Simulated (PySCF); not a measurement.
Pyrrole, C₄H₅N, SMILES c1cc[nH]c1, point group C2v.

Force field and properties: B3LYP/pcSseg-1 (PySCF, grid level 2). Vibrational terms come from second-order perturbation theory with semi-diagonal cubic constants, by steps of ±0.6 along the normal coordinates of each isotopologue. The parent has the commonest isotopes.

Equilibrium geometry in the parent's principal axes a, b, c (Å):

| atom | a | b | c |
| --- | --- | --- | --- |
| C1 | 0.98 | 0.71 | 0.00 |
| C2 | 0.98 | -0.71 | 0.00 |
| C3 | -0.33 | -1.12 | 0.00 |
| N4 | -1.12 | 0.00 | 0.00 |
| C5 | -0.33 | 1.12 | 0.00 |
| H6 | 1.85 | 1.36 | 0.00 |
| H7 | 1.85 | -1.36 | 0.00 |
| H8 | -0.77 | -2.11 | 0.00 |
| H9 | -2.13 | 0.00 | 0.00 |
| H10 | -0.77 | 2.11 | 0.00 |

Ground-state constants (MHz). Parent: 9078.5, 8955.7, 4507.2. A species with one ²H: 9038.6, 8226.8, 4305.8.

**Question.** Which position carries the label?

**Answer.** Moments I = 505379/B are 55.6676, 56.4308, 112.1262 and 55.9132, 61.4309, 117.3718 u Å². With M = 67.0422 u and Δm = 1.0063 u, μ = MΔm/(M + Δm) = 0.9914 u. Kraitchman's equations give |a|, |b|, |c| = 1.850, 1.367, 0.008 Å. That is H6 or the like H7, whose equilibrium values are 1.848, 1.361, 0.000 Å.
